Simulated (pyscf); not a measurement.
`[CH]=[CH][Cl]` [doublet] → `[CH2]=[C][Cl]` [doublet], a hydrogen shift (doublet surface; C–H broken, C–H formed). Structures and frequencies: ωB97X-D3(BJ)/def2-SVP in PySCF. MP2 and CC: frozen core, UHF for open shells. ΔMP2 is the change of the MP2 total energy from the triple- to the quadruple-zeta basis. Energies in kcal/mol from the reactant's lowest minimum found.

AM1 to PM7: differences of heats of formation from MOPAC. Open shells are spin-unrestricted. 

Question: In single points PM7 puts the saddle at 57.8 kcal/mol and the reaction energy at -2.4 kcal/mol. Should these be trusted to within a few kcal/mol? Compare with CCSD(T)/def2-TZVPP + ΔMP2(QZVPP).

Answer: CCSD(T)/def2-TZVPP + ΔMP2(QZVPP) gives ΔE‡ = 47.1 kcal/mol and ΔE = -3.8 kcal/mol. PM7 lies 10.7 kcal/mol over it in the barrier and 1.4 kcal/mol over it in the reaction energy, so on this step it does not hold to within 3.0 kcal/mol. CCSD(T)/def2-TZVPP + ΔMP2(QZVPP) has limits of its own. The same reactants have a lower exit, to HC≡CH + Cl• (no saddle counted: cutting one bond, which may have a small barrier of its own, costs +20.3 kcal/mol at ωB97M-D3(BJ), against +47.2 kcal/mol here). One saddle was located; it need not be the lowest between these sides. The CCSD(T) − MP2 part came from Ansatz, without density fitting, on the same reference. A UHF reference is spin-contaminated (<S²> up to 0.98), which harms MP2 most.
